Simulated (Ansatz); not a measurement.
**Al2S+ (doublet): wave-function methods side by side, def2-QZVPP**

One table from this session's results is given with a row withheld; the runs are named, their logs left out.

The runs use Ansatz 0.2.0, Gaussian basis; def2-QZVPP, core rule «outside noble gas», up to 15 orbitals frozen.

The runs, in order: UHF; ROHF; CCSD(T) on UHF.

7 further runs of the same task are left out: 1 that didn't finish, 6 set aside as unsound or not needed.

## What is computed

The geometry is a PBE0/def2-TZVP stationary point (not a proven minimum) of the parent state, kept for this charge and spin.

3 atoms, charge 1, spin multiplicity 2.

Atoms are counted from 1 here; the program's logs count them from 0.

Bond lengths: Al1–S2 2.194 Å, S2–Al3 2.166 Å. Angles: Al1–S2–Al3 180.0°.

The first run:

Input file in.yaml:

```yaml
crystal:
  periodic: [false, false, false]
  atoms:
    - {symbol: Al, position_ang: [0.000000, 0.000000, 2.184700]}
    - {symbol: S, position_ang: [0.000000, 0.000000, -0.009600]}
    - {symbol: Al, position_ang: [0.000000, 0.000000, -2.175100]}
basis:
  gaussian: {orbitals: "def2-QZVPP.json"}
total_charge: 1
magnetization: {spin_polarized: true, initial_magnetization: 1}
hamiltonian: {xc: hf}
output: {orbitals: {seedname: orbitals}}
```

The run is started by

```console
$ ansatz run in.yaml --threads 1 --pin off --events-out ev --progress --plain --max-ram 2393MiB
```

Steps of the session up to this table: UHF; ROHF; CCSD(T) on UHF.

One table of the session follows, with a row left open; its other results are not shown here.

| method | from UCCSD(T) (meV) |
| --- | --- |
| ROHF | +8948.6 |
| UHF | +8801.5 |
| UMP2 | ? |
| UCCSD | +557.6 |
| UCCSD(T) | 0 |

**Question.** Estimate the row for UMP2.

**Answer.** from UCCSD(T) (meV): +1182.4. In the column «from UCCSD(T) (meV)» it lies between UCCSD (+557.6) and UHF (+8801.5).
